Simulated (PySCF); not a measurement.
A barrier at the coupled-cluster level

Start structure (Si2NH7, closed shell), relaxed at PBE0-D4/def2-TZVP:

Si1  (-1.090, -0.984, -0.003)
Si2  (1.114, -0.713, 0.851)
H3  (-1.776, 1.062, -1.379)
N4  (-0.862, 0.699, -1.127)
H5  (-1.628, -0.102, 1.121)
H6  (1.253, -1.249, 2.237)
H7  (2.183, -1.366, 0.035)
H8  (1.516, 0.739, 0.905)
H9  (-0.346, 1.427, -0.638)
H10  (-0.369, 0.484, -1.988)
(Å)

The step: Si₂H₄ ([SiH][SiH3]) + NH₃ → Si₂NH₇ ([NH2][SiH2][SiH3]); bonds formed: Si1–H3; dative contacts that become bonds: Si1–N4; bonds broken: H3–N4. Computed with PySCF 2.14 with density fitting (its default auxiliary sets; JK sets also for MP2 and CCSD(T)) (basis: def2-TZVPP and def2-QZVPP); correlated methods freeze the cores. Extrapolation: Hartree–Fock as exp(−7.88 √X), correlation as X^−2.97. Energies below are by CCSD(T) at an estimated basis limit (MP2 extrapolated from triple and quadruple zeta, plus CCSD(T) − MP2 in triple zeta).

(1) What are the electronic barrier and the energy of the step, from the start structure to the end structure? (To be estimated.)

T1 diagnostic: at most 0.015. The restricted Hartree–Fock reference is unstable towards an unrestricted one at one or more of these structures.

Answers

(1) Computed: Barrier 1.682 eV; step energy -1.406 eV (downhill); reverse barrier, their difference, 3.087 eV. Barrier and step energy count from the start structure, the reverse barrier from the end structure.

The saddle point: One imaginary mode of 1589i cm⁻¹.
```csv
pair,start (Å),saddle (Å),end (Å)
Si1–H3,2.56,1.62,1.49
Si1–N4,2.04,1.89,1.73
H3–N4,1.01,1.37,2.60
```

Zero-point energy (harmonic, PBE0-D4): ZPE is 1.947 eV at the start and 1.756 eV at the saddle, so the barrier goes from 1.682 to 1.492 eV.

First-order rate constant out of the start structure at 698 K by transition-state theory, with harmonic vibrational free energies alone and no tunnelling: ΔA‡ = 1.502 eV, so k = (kB T/h) exp(−ΔA‡/kB T) ≈ 10^2 s⁻¹ (an order of magnitude at best: rotation, the number of equivalent paths and anharmonicity are left out).

Losses and insertions of silylenes and their heavier kin drive the gas-phase chemistry of silicon and germanium vapour deposition.

Labels in which every atom is bracketed show which atoms are joined, not bond orders.

For scale, one of the runs: CCSD(T)/def2-TZVPP, 213 basis functions, launched by `OMP_NUM_THREADS=4 python run.py`. Hardware: 4 CPU threads of an Arm Neoverse V1, shared host. Wall time 7.7 min; peak host memory 2.5 GiB.
